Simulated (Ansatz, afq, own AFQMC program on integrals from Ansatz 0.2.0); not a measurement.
## SiGeH₂⁺, doublet: AFQMC among the cluster methods

```xyz
4

Si    0.0000    0.0000    1.5778
Ge    0.0000    0.0000   -0.6770
H     0.0000    1.2330    2.4116
H     0.0000   -1.2330    2.4116
```

Connectivity, by distances: SiH2–Ge.

Basis cc-pVDZ. Noble-gas cores (and the filled d shells of Ga–Kr and In–Xe) are frozen. Ansatz 0.2.0 and our own AFQMC program on the same integrals; the CISD trial comes from CCSD amplitudes, and released means the phaseless constraint is let go. Uncertainties: one standard error, sampling alone. No spin–orbit coupling.

Determinant: UHF, the one that the program's search chose, which needn't be the lowest solution. The geometry is a PBE0/def2-TZVP stationary point of this or a neighbouring charge and spin state.

No full CI on the walks' own integrals is used here; CCSDT(Q) serves as the reference and is uncertain by about the last step of the cluster series.

Cautions: no relativity below Rb; no spin-orbit coupling; inner d shell frozen; the determinant is a saddle point among determinants of its kind; the released energies move by 1.5 errors or more from one time to the next, so no released level is given (meV from the phaseless value at times in 1/Eh: -8 ± 10 at 0.24, -14 ± 11 at 0.51, -15 ± 12 at 0.99, -1 ± 10 at 1.62, -23 ± 11 at 2.40), though the last usable value meets CCSDT(Q) within the noise.

The T1 diagnostic is 0.0191, the weight of the determinant in the CISD state is 0.875 and the ⟨S²⟩ of the determinant is 0.759. The size of the correlated space is 9 electrons in 36 orbitals.

```json
{"level": "MP2", "correlation energy (eV)": "-3.6012"}
{"level": "CCSD", "correlation energy (eV)": "-4.6248"}
{"level": "CCSD(T)", "correlation energy (eV)": "-4.7616"}
```

Problem. Estimate where phaseless AFQMC with a CISD trial lies against CCSD(T) on the same integrals.

Solution. 2.1 ± 0.8 kJ/mol below CCSD(T).

Reference: CCSDT(Q), correlation energy -4.803 eV.

| level | E − E(reference) (kJ/mol) | share of correlation (%) |
| --- | --- | --- |
| CCSD(T) | 4.0 | 99.14 |
| CCSDT | 0.7 | 99.86 |
| ph-AFQMC/CISD | 1.9 ± 0.8 | 99.58 |

A walk keeps the symmetry of its determinant, which the program's search chose and which needn't be the lowest solution, so a lower state of the same spin and another symmetry isn't excluded.
